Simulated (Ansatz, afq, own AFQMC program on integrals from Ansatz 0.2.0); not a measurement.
## SiH₂, singlet: AFQMC among the cluster methods

| atom | x (Å) | y (Å) | z (Å) |
| --- | --- | --- | --- |
| Si | 0.0000 | -0.1247 | 0.0000 |
| H | 0.0000 | 1.7367 | -1.9010 |
| H | 0.0000 | 1.7367 | 1.9010 |

Basis cc-pVDZ. Only valence electrons are correlated. Ansatz 0.2.0 and our own AFQMC program on the same integrals; the CISD trial comes from CCSD amplitudes, and released means the phaseless constraint is let go. ± is one standard error of the sampling.

Determinant: UHF, the one that the program's search chose, which needn't be the lowest solution. The geometry is a point of a scan.

Full CI on the same integrals is exact in this basis and with this determinant's frozen core.

Cautions: strong correlation (T1 0.107, weight of the determinant 0.68, largest double 0.18); (T) is large, 6 % of the CCSD correlation; unrestricted determinant spin contaminated (⟨S²⟩ 1.59 against 0.00); CCSD(T) is in doubt: in a space of 6 electrons in 8 natural orbitals full CI lies 126 meV below it; the released energies are still falling, so no released level is given (meV from the phaseless value at times in 1/Eh: -15 ± 4 at 0.24, -29 ± 5 at 0.51, -44 ± 5 at 0.99, -49 ± 6 at 1.62, -65 ± 8 at 2.40), though the last usable value meets full CI within the noise.

* T1 diagnostic: 0.1075
* weight of the determinant in the CISD state: 0.677
* ⟨S²⟩ of the determinant: 1.592
* size of the correlated space: 6 electrons in 23 orbitals

Reference: full CI, correlation energy -2.883 eV. The cautions show a poor starting determinant, so the rows tell how each method copes with it here, and full CI is the sure value.

```tsv
level	E − E(reference) (kcal/mol)	share of correlation (%)
HF	66.49	0.00
MP2	33.45	49.69
CCSD	9.30	86.02
CCSD(T)	5.84	91.21
CCSDT	1.54	97.68
CCSDT(Q)	1.03	98.45
CCSDTQ	0.16	99.76
ph-AFQMC/CISD	1.80 ± 0.11	97.29
```

CCSDT and higher add their correlation energy to the determinant of the CCSD(T) run, since their own runs factorise the integrals more tightly (a shift of under 2 meV). A walk keeps the symmetry of its determinant, which the program's search chose and which needn't be the lowest solution, so a lower state of the same spin and another symmetry isn't excluded.
